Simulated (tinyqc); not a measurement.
Born-Oppenheimer dynamics on the UHF/sto-3g surface (energies and gradients from PySCF), for NH, spin multiplicity 3, step by step. Computed by tinyqc, a small Python program that keeps every step (integrals from PySCF). Settings: charge = 0, multiplicity = 3, basis = sto-3g, time step (fs) = 1.0, steps = 16. Command: `OMP_NUM_THREADS=1 python tinyqc.py 24754 24755 out.jsonl` (the two numbers bound the seeds that draw the settings). One thread of a shared host (Intel(R) Xeon(R) Processor @ 2.60GHz), about 0.9 s of CPU time with the checks.

positions (bohr):
```
         x       y       z
1N  0.0000  0.0000  0.0000
2H  0.0000  0.0000  1.9974
```

The total energy should stay constant up to terms of order dt^2; the step counts as short enough if it moves by less than 2 % of the largest kinetic energy.

Trajectory:

| time (fs) | 1N-2H (angstrom) | potential (hartree) | kinetic (hartree) | total (hartree) |
|---|---|---|---|---|
| 0.0000 | 1.0570 | -54.263244 | 0.000111 | -54.263133 |
| 1.0000 | 1.0560 | -54.263197 | 0.000070 | -54.263127 |
| 2.0000 | 1.0679 | -54.263616 | 0.000436 | -54.263180 |
| 3.0000 | 1.0866 | -54.263766 | 0.000573 | -54.263193 |
| 4.0000 | 1.1031 | -54.263423 | 0.000270 | -54.263153 |
| 5.0000 | 1.1104 | -54.263142 | 0.000018 | -54.263125 |
| 6.0000 | 1.1054 | -54.263344 | 0.000199 | -54.263145 |
| 7.0000 | 1.0901 | -54.263729 | 0.000540 | -54.263188 |
| 8.0000 | 1.0711 | -54.263686 | 0.000498 | -54.263188 |
| 9.0000 | 1.0573 | -54.263258 | 0.000123 | -54.263135 |
| 10.0000 | 1.0557 | -54.263186 | 0.000061 | -54.263125 |
| 11.0000 | 1.0672 | -54.263599 | 0.000421 | -54.263178 |
| 12.0000 | 1.0858 | -54.263772 | 0.000577 | -54.263194 |
| 13.0000 | 1.1026 | -54.263440 | 0.000285 | -54.263155 |
| 14.0000 | 1.1103 | -54.263145 | 0.000020 | -54.263125 |
| 15.0000 | 1.1058 | -54.263329 | 0.000185 | -54.263144 |
| 16.0000 | 1.0908 | -54.263719 | 0.000532 | -54.263187 |

Is the time step short enough?

No. The total energy moves within 7.0e-05 hartree; that is over 2 % of the largest kinetic energy, so the time step is too long.
